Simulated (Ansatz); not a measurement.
# BH₃ (singlet): the correlation ladder, cc-pVDZ

One table from this session's results is given with a row withheld; the runs are named, their logs left out.

The runs use Ansatz 0.2.0, Gaussian basis; cc-pVDZ, core rule «outside noble gas», up to 1 orbitals frozen.

Plan: UHF; CCSD(T) on RHF; CCSD(T) on UHF; BCCD(T) on RHF; CISD; CCSDT(Q) on RHF; CCSDT(Q) on UHF; CCSDTQ on RHF; Full CI.

29 further runs of the same task are left out: 6 for a known fault of the program, 9 that didn't finish, 14 set aside as unsound or not needed.

### What is computed

The geometry is a PBE0/def2-TZVP stationary point (not a proven minimum) of the parent state, kept for this charge and spin.

4 atoms, charge 0, spin multiplicity 1.

Atoms are counted from 1 here; the program's logs count them from 0.

Bond lengths: B1–H2 1.281 Å, B1–H3 1.186 Å, B1–H4 1.281 Å. Angles: H2–B1–H3 117.7°, H2–B1–H4 49.8°, H3–B1–H4 117.7°.

As a file:

| atom | x (Å) | y (Å) | z (Å) |
| --- | --- | --- | --- |
| B1 | -0.1149 | 0.0000 | 0.0891 |
| H2 | 0.3114 | 0.5391 | -0.9919 |
| H3 | 0.6095 | 0.0000 | 1.0286 |
| H4 | 0.3113 | -0.5391 | -0.9919 |

The first run:

The input, in.yaml:

```yaml
crystal:
  periodic: [false, false, false]
  atoms:
    - {symbol: B, position_ang: [-0.114887, 0.000009, 0.089052]}
    - {symbol: H, position_ang: [0.311423, 0.539087, -0.991887]}
    - {symbol: H, position_ang: [0.609492, -0.000048, 1.028622]}
    - {symbol: H, position_ang: [0.311340, -0.539134, -0.991888]}
basis:
  gaussian: {orbitals: cc-pVDZ}
magnetization: {spin_polarized: true, initial_magnetization: 0}
hamiltonian: {xc: hf}
output: {orbitals: {seedname: orbitals}}
```

On the command line:

```console
$ ansatz run in.yaml --threads 1 --pin off --events-out ev --progress --plain --max-ram 2393MiB
```

Steps of the session up to this table: UHF; CCSD(T) on RHF; CCSD(T) on UHF; BCCD(T) on RHF; CISD; CCSDT(Q) on RHF; CCSDT(Q) on UHF; CCSDTQ on RHF; Full CI.

One of the session's tables, all rows but one given; the rest of the session is left out.

It belongs to the step «Misses and costs». 

| method | from FCI (meV) |
| --- | --- |
| RHF | +3654.7 |
| RMP2 | +819.2 |
| CISD | +244.9 |
| RCCSD | +104.4 |
| RCCSD(T) | ? |
| BCCD(T) | +26.1 |
| RCCSDT | +5.2 |
| RCCSDT(Q) | +1.1 |
| RCCSDTQ | +0.1 |
| FCI | 0 |

**Question.** Estimate the row for RCCSD(T).

As computed: from FCI (meV): +25.8. In the column «from FCI (meV)» it lies between RCCSDT (+5.2) and BCCD(T) (+26.1).

Left out of the table: UHF, UMP2, UCCSD, UCCSD(T), UCCSDT, UCCSDT(Q) (another determinant or state than the rows shown).
